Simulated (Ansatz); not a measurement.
Cartesian coordinates in Å:
```
O -1.639 -0.448 0.197
C -0.520 -0.690 -0.541
F -0.843 -0.964 -1.828
O 0.321 0.419 -0.628
C 0.996 0.719 0.536
F 2.023 -0.172 0.740
H -2.092 0.313 -0.187
H -0.014 -1.555 -0.107
H 0.343 0.667 1.413
H 1.426 1.712 0.406
```

Charge 0, multiplicity 1.

Q: List the ωB97M-V/def2-TZVPP orbital energies in eV (Ansatz 0.2.0). (Estimate.)

A: Ansatz gave: Occupied: -677.90, -677.66, -527.36, -527.22, -286.70, -285.24, -37.51, -36.84, -33.57, -32.19, -23.56, -21.61, -19.23, -18.58, -18.24, -17.23, -16.91, -15.34, -15.02, -14.15, -13.75, -13.50, -12.57, -12.23, -11.74. Lowest empty: 2.48, 3.35, 3.87, 4.49, 4.63, 5.31, 5.77, 6.33.
